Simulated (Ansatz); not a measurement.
```yaml
crystal:
  periodic: [false, false, false]
  atoms:
    - {symbol: B, position_ang: [-0.068833, -0.114348, 0.000555]}
    - {symbol: Cl, position_ang: [1.669208, -0.156927, 0.012695]}
    - {symbol: Cl, position_ang: [-0.920002, 1.401546, -0.018119]}
    - {symbol: H, position_ang: [-0.680373, -1.130271, 0.004869]}
basis:
  gaussian: {orbitals: "6-31++G**", point_charges: [{charge: 2.00, position_ang: [4.692, 0.312, 0.721]}]}
hamiltonian: {xc: {name: revPBE0}, dispersion: d4, pseudopotentials: {relativity: none}}
output: {forces: true}
```

```sh
$ ansatz run in.yaml --threads 2 --pin off --events-out ev --progress --plain --max-ram 4352MiB
```

Shortened log:

```
Functional definition: revPBE0
612 factors; integrals over basis functions are off by at most 9.4e-4 eV
mean field evaluation 1: about -25735.0627 eV, gradient 1.5e1 eV
mean field evaluation 2: about -25735.0584 eV, gradient 1.6e1 eV
mean field evaluation 4: about -25735.7946 eV, gradient 8.1e-1 eV
mean field evaluation 8: about -25735.8665 eV, gradient 9.0e-2 eV
mean field evaluation 16: about -25735.8666 eV, gradient 7.9e-5 eV
mean field -25735.86658201 eV, -945.7756524921 hartree, gradient 7.9e-5 eV, S^2 0.000000; 0 other end points of the search recorded, 0 dependent functions left out
reference -25735.86664691 eV, -945.7756548771 hartree; 20, 20 occupied and 51, 51 virtual orbitals, 612 factors
Total energy: -25736.06082844 eV, -945.7827909167 hartree
Atom 0 at    -0.068833    -0.114348     0.000555 Å, force    -2.904135     1.324494    -0.017492 eV/Å
Atom 1 at     1.669208    -0.156927     0.012695 Å, force     3.247568    -0.025363     0.401638 eV/Å
Atom 2 at    -0.920002     1.401546    -0.018119 Å, force     0.644863    -0.870111     0.001187 eV/Å
Atom 3 at    -0.680373    -1.130271     0.004869 Å, force     0.351909    -0.233849    -0.037378 eV/Å
Dipole moment:    -1.230514     0.009676    -0.111109 e Å
```

It took 1.1 s on 2 threads of Arm Neoverse V2 on a shared host.

The 6-31G sets use Cartesian d functions.
